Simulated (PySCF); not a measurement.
## Partners of water

Gas-phase complexes of water, each in one structure from a short search with a few starts, optimised by PBE0-D3(BJ)/def2-SVPD or PBE0-D3(BJ)/def2-TZVPD; other ways of binding may lie lower. Energies in kcal/mol, wB97M-D3(BJ)/def2-TZVPD, counterpoise-corrected (PySCF): interaction is complex less parts frozen as they stand in it, binding adds what it costs to deform them. Contacts are written partner···water; electrostatic, Pauli and orbital are terms of the uncorrected same energy, whose rest is dispersion or correlation.

2 other partners are left out, for which the search missed the form known or expected to bind best.

Frequency runs check only 4 of the 6 structures; these show no clear imaginary mode. 1 further partner within 0.25 kcal/mol of a listed one is not ranked.

Task: Order these partners of water by binding energy, strongest first: selenium difluoride, borane, formaldehyde, ammonium, Na+, beryllium hydride.

Result: Na+ (-24.3), ammonium (-20.6), beryllium hydride (-18.6), borane (-15.2), selenium difluoride (-7.1), formaldehyde (-5.2).
```csv
partner,contact,distance (Å),binding,interaction,electrostatic,Pauli,orbital
Na+,Na···O,2.21,-24.3,-24.3,-25.1,8.1,-6.9
ammonium,H···O,1.60,-20.6,-21.5,-25.5,20.8,-15.9
beryllium hydride,Be···O,1.67,-18.6,-26.1,-49.8,54.4,-29.8
borane,B···O,1.69,-15.2,-24.4,-54.3,79.3,-48.1
selenium difluoride,Se···O,2.52,-7.1,-7.5,-20.1,23.1,-9.4
formaldehyde,O···H,1.96,-5.2,-5.2,-8.2,7.0,-3.1
```
